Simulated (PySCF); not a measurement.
A structure optimised at PBE-D3(BJ)/def2-TZVP, used in a PySCF frequency run:

```xyz
5

C     -0.0341    -0.6279     0.0000
O      0.1320     0.6149     0.0000
H      0.8862    -1.2280     0.0000
H     -1.0372    -1.0817     0.0000
H     -0.7009     1.1580     0.0000
```
Charge +1, spin multiplicity 1.

Question: Write its SMILES, formula and point group.

Answer: C=[OH+], CH₃O, Cs

Question: What are its rotational constants (standard atomic weights)?

Answer: 194.67, 34.055, 28.984 GHz
